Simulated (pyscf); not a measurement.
Four-centre exchange: H₂N–Si(SiH₃)(SiH₃)–SiH₃ (SMILES N[Si]([SiH3])([SiH3])[SiH3]) + HCl (SMILES Cl) → H₂N–Si(SiH₃)(SiH₃)–SiH₂–Cl (SMILES N[Si]([SiH3])([SiH3])[SiH2]Cl) + H₂ (SMILES [H][H])

Gas phase, singlet surface, charge 0. Bonds broken: Si3–H8, Cl17–H18. Bonds formed: Si3–Cl17, H8–H18. PySCF, gas phase, ωB97X-D3(BJ)/def2-SVP geometries.

Transition state (Å):

```xyz
18

N      1.5387     0.8483     1.2006
Si     0.0665     0.4906     0.3614
Si    -0.9751    -1.2345     1.5110
Si    -1.3318     2.3597     0.4662
Si     0.1511    -0.3421    -1.8282
H      1.9403     1.7778     1.1427
H      2.2442     0.1157     1.2090
H     -1.3771    -2.6752     0.5557
H     -2.4801    -1.1766     1.4824
H     -0.6168    -1.7377     2.8548
H     -2.5924     2.0586    -0.2769
H     -0.6748     3.5442    -0.1649
H     -1.6805     2.7077     1.8768
H      1.5483    -0.6603    -2.2292
H     -0.4010     0.6659    -2.7893
H     -0.7095    -1.5603    -1.9334
Cl     1.3177    -2.3050     0.6795
H     -0.5341    -2.7170     0.5043
```

One imaginary mode, 583i cm⁻¹; descent along it reached the two sides named.

| bond | change | reactant side (Å) | saddle | product side |
|---|---|---|---|---|
| Si3–H8 | breaks | 1.502 | 1.775 | 3.8 |
| Cl17–H18 | breaks | 1.288 | 1.905 | 2.9 |
| Si3–Cl17 | forms | 4.0 | 2.7 | 2.093 |
| H8–H18 | forms | 2.010 | 0.846 | 0.761 |

Electronic energies relative to the separated reactants (kJ/mol):

```tsv
level	barrier	reaction energy	reverse barrier
ωB97X-D3(BJ)/def2-TZVP	118.8	-83.1	201.9
PBE/def2-TZVP	112.4	-66.1	178.6
r²SCAN/def2-TZVP	115.0	-74.9	189.9
B3LYP-D3(BJ)/def2-TZVP	117.7	-75.4	193.2
PBE0-D3(BJ)/def2-TZVP	112.5	-72.6	185.1
M06-2X/def2-TZVP	116.2	-83.4	199.6
ωB97M-D3(BJ)/def2-TZVP	123.6	-72.1	195.7
HF/def2-TZVP	200.2	-55.4	255.6
```

With ωB97M-D3(BJ)/def2-TZVP energies and thermal terms (ideal gas, 1 atm, RRHO with modes under 100 cm⁻¹ raised to 100, one conformer, R ln 2 for chiral ones without a mode under 150 cm⁻¹), in kJ/mol:

```tsv
T (K)	ΔH‡	ΔG‡	ΔH	ΔG
298	125.0	173.7	-76.0	-64.5
600	124.6	223.5	-73.1	-54.0
900	125.7	272.7	-71.3	-44.9
1200	127.1	321.5	-70.3	-36.3
```

At the saddle there is also a short H–Si contact that neither side keeps. H₂N–Si(SiH₃)(SiH₃)–SiH₃ lies 53.0 kJ/mol over its isomer H₃Si–NH–SiH(SiH₃)–SiH₃ (electronic energy, ωB97M-D3(BJ)/def2-TZVP). This is the saddle that the search found; another between the same sides may lie lower.
